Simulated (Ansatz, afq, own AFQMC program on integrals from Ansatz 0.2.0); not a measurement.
**SiH$_{4}$ + O, triplet in cc-pVTZ along one coordinate**

```xyz
6

Si   -0.9437    0.0000    0.0000
H    -1.4385    1.3997    0.0000
H    -1.4385   -0.6999    1.2122
H    -1.4385   -0.6999   -1.2122
H     0.5409    0.0000    0.0000
O     1.8943    0.0000    0.0000
```

A hydrogen atom is moved from one rigid fragment to the other; the Si1–H5 distance tells how far. The two fragments are held close together, so this isn't a minimum-energy path and the start is a compressed complex. Energies in mEh count from this geometry (1.485 Å) at the same level; the start stands on UHF, each point on the determinant named.

Basis cc-pVTZ. Noble-gas cores (and the filled d shells of Ga–Kr and In–Xe) are frozen. AFQMC by an in-house program on the Cholesky factors that Ansatz 0.2.0 writes for its CCSD(T) run. The CISD trial takes its coefficients from CCSD amplitudes. Released means that phaseless walkers are propagated on without the constraint, phases kept. Uncertainties: one standard error, sampling alone.

Cautions, each for one point or more: lower spins were not checked; the ph-AFQMC/CISD walk drifts between its halves.

```csv
r(Si1–H5) / Å,det.,T1,weight,⟨S²⟩,PBE,CCSD,CCSD(T)
1.588,UHF,0.022,0.86,2.04,-6.3,-2.2,-2.9
1.640,UHF,0.020,0.87,2.04,-9.1,-4.0,-5.0
1.692,UHF†,0.018,0.87,2.04,–,-6.7,-7.8
1.744,UHF†,0.016,0.87,2.03,–,-9.8,-10.9
1.848,UHF†,0.014,0.88,2.02,–,-13.9,-14.5
```

Task: Estimate the curve of phaseless AFQMC with a CISD trial, counted from the same start.

Result: 
```json
{"r(Si1–H5) / Å": "1.588", "det.": "UHF", "T1": "0.022", "weight": "0.86", "⟨S²⟩": "2.04", "ph-AFQMC/CISD": "-3.1 ± 0.2", "released AFQMC": "–"}
{"r(Si1–H5) / Å": "1.640", "det.": "UHF", "T1": "0.020", "weight": "0.87", "⟨S²⟩": "2.04", "ph-AFQMC/CISD": "-4.9 ± 0.2", "released AFQMC": "-4.9 ± 0.4"}
{"r(Si1–H5) / Å": "1.692", "det.": "UHF†", "T1": "0.018", "weight": "0.87", "⟨S²⟩": "2.04", "ph-AFQMC/CISD": "-7.8 ± 0.3", "released AFQMC": "-8.1 ± 0.3"}
{"r(Si1–H5) / Å": "1.744", "det.": "UHF†", "T1": "0.016", "weight": "0.87", "⟨S²⟩": "2.03", "ph-AFQMC/CISD": "-10.5 ± 0.2", "released AFQMC": "–"}
{"r(Si1–H5) / Å": "1.848", "det.": "UHF†", "T1": "0.014", "weight": "0.88", "⟨S²⟩": "2.02", "ph-AFQMC/CISD": "-13.9 ± 0.2", "released AFQMC": "-14.1 ± 0.4"}
```

Weight is that of the determinant in the CISD state; at the start T1 is 0.022 and the weight 0.87, and ⟨S²⟩ is 2.03. A dagger marks points whose determinant fills other symmetries than the start's, so the wave-function levels may follow another state there, or a degenerate partner. A dash marks a missing value, a released energy that hasn't settled or a functional that sits on another state. Largest departures from phaseless AFQMC with a CISD trial: CCSD(T) -0.6 mEh at 1.848 (on UHF), released AFQMC -0.3 mEh at 1.692 (on UHF) (within the noise), PBE -4.1 mEh at 1.640, CCSD 1.1 mEh at 1.692 (on UHF). The walk's constraint bias lies outside its error bars, so these are departures and not errors. Functionals count only at points shown to share the start's state and spin.

A walk keeps the symmetry of its determinant, which the program's search chose and which needn't be the lowest solution, so a lower state of the same spin and another symmetry isn't excluded. Released energies are given only where the last usable release times agree within the noise; a slower fall can still hide under it.
